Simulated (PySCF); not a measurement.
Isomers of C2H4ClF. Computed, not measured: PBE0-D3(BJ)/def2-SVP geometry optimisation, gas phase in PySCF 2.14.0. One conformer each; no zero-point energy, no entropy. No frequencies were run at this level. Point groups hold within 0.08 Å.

Question: Order them by energy at this level, lowest first, and give relative energies in kJ/mol.
A. `[F:1][CH2:2][CH2:3][Cl:4]` with F1–C2–C3–Cl4 -179°
B. 1-chloro-1-fluoroethane, `C[C@@H](F)Cl`

Answer: B (0.0), A (23.6).

```
      SMILES      E (Eh)  E rel (kJ/mol)  dipole (D)  point group      A, B, C (MHz)
C[C@@H](F)Cl  -638.04513             0.0        2.12           C1   9102, 4647, 3330
       FCCCl  -638.03614            23.6        0.10           Cs  30260, 2408, 2296
```

How do the relative energies change in single points at PBE0/pcSseg-1 (no added dispersion term) on the same geometries?

| SMILES | PBE0-D3(BJ)/def2-SVP (kJ/mol) | PBE0/pcSseg-1 (kJ/mol) | shift |
| --- | --- | --- | --- |
| C[C@@H](F)Cl | 0.0 | 0.0 | 0.0 |
| FCCCl | 23.6 | 21.5 | -2.1 |

Each column counts from its own lowest isomer. The order is unchanged; the largest shift is 2.1 kJ/mol.
